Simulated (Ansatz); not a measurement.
A made-up structure of SiH₂SO, singlet:

```
5
angstrom
O -0.4589 -0.0331 -1.1172
Si 0.2522 0.1668 0.3283
S 1.4845 1.5734 0.7956
H -1.0552 -0.7799 -1.2162
H 2.6747 2.2313 0.7871
```

It is relaxed with PBE-D4/def2-SVP and then PBE0-D4/def2-TZVP (Ansatz 0.2.0). Atoms count as bonded within 1.22 times the sum of their covalent radii (H–H: 0.88 Å). The end point is not checked to be a true minimum.

Question: Does its bonding change? (Judge from chemistry; the calculation decides.)

Answer: Computed: No: no bond forms or breaks.

Where it ends: The first stage lowers the energy by 1.88 eV in 13 steps. It ends as SiH₂SO ([OH][Si][SH]):
```xyz
5
angstrom
O 0.0479 0.2095 -0.9149
Si -0.0103 0.0912 0.7413
S 1.5932 1.4471 1.2042
H -0.6035 -0.3287 -1.3727
H 1.8700 1.7392 -0.0803
```

Labels in which every atom is bracketed show which atoms are joined, not bond orders.

For scale, one of the runs: PBE0-D4/def2-TZVP relaxation, 117 basis functions, launched by `ansatz run in.yaml --threads 2 --pin off --events-out ev --progress --plain --max-ram 4352MiB`. The run took about 6.5 s on 2 CPU threads of an Intel Xeon 6975P-C (shared host).
